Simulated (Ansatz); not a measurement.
## What each rung costs, and what it gives

The pair of H$_{2}$S (SMILES S, atoms 1–3) and SiH$_{4}$ (SMILES [SiH4], atoms 4–8), both closed shells, in one local arrangement (a lower one may exist), relaxed at PBE0-D4/def2-TZVP:

| atom | x (Å) | y (Å) | z (Å) |
| --- | --- | --- | --- |
| S1 | -0.0021 | -0.5293 | -2.3077 |
| H2 | -1.0045 | 0.3607 | -2.3598 |
| H3 | 0.9292 | 0.4345 | -2.3663 |
| Si4 | 0.0154 | -0.0573 | 1.3980 |
| H5 | -1.1151 | -0.9537 | 1.0539 |
| H6 | 1.3027 | -0.6761 | 0.9970 |
| H7 | 0.0246 | 0.1697 | 2.8682 |
| H8 | -0.1503 | 1.2516 | 0.7165 |

Interaction energies are counterpoise-corrected; the time is that of the whole pair.

Computed with Ansatz 0.2.0 (basis: as named in each row); correlated methods freeze the cores. B3LYP uses VWN-RPA correlation. Extrapolation: Hartree–Fock as exp(−7.88 √X), correlation as X^−2.97.

Times are rough, for one single point on 2 threads of a shared host (Arm Neoverse V1).

The estimate by CCSD(T) at an estimated basis limit (MP2 extrapolated from triple and quadruple zeta, plus CCSD(T) − MP2 in triple zeta) is -0.051 eV.

| method | basis | time (s) | interaction energy (eV) | method less estimate |
| --- | --- | --- | --- | --- |
| HF | STO-3G | under 1 | 0.038 | 0.090 |
| PBE-D4 | STO-3G | under 1 | -0.018 | 0.033 |
| SPW92 | def2-SVP | under 1 | -0.102 | -0.051 |
| PBE-D4 | def2-SVP | under 1 | -0.070 | -0.019 |
| B3LYP-D4 | 6-31G | under 1 | -0.033 | 0.018 |
| CCSD(T) | def2-SVP | under 1 | -0.006 | 0.046 |
| PBE0-D4 | def2-SVP | under 1 | -0.069 | -0.018 |
| PBE-D4 | def2-TZVPPD | 2 | -0.066 | -0.015 |
| revPBE-D4 | def2-TZVPPD | 2 | -0.048 | 0.003 |
| BLYP-D4 | def2-TZVPPD | 2 | -0.046 | 0.006 |
| PBE0-D4 | def2-TZVPPD | 3 | -0.062 | -0.011 |
| HSE06-D4 | def2-TZVPPD | 3 | -0.062 | -0.011 |
| B3LYP-D4 | def2-TZVPPD | 3 | -0.052 | -0.001 |
| wB97M-V | def2-SVP | 4 | -0.061 | -0.010 |
| r2SCAN-D4 | def2-TZVPPD | 4 | -0.051 | 0.000 |
| B2PLYP | def2-TZVPPD | 4 | -0.008 | 0.043 |
| wB97X-V | def2-TZVPPD | 8 | -0.054 | -0.002 |
| B97M-V | def2-TZVPPD | 8 | -0.058 | -0.006 |
| wB97M-V | def2-TZVPPD | 9 | -0.057 | -0.006 |
| MP2 | def2-QZVPPD | 13 | -0.050 | 0.001 |
| CCSD(T) | def2-TZVPPD | 30 | -0.038 | 0.013 |

No T1 diagnostic of these runs exceeds 0.011.
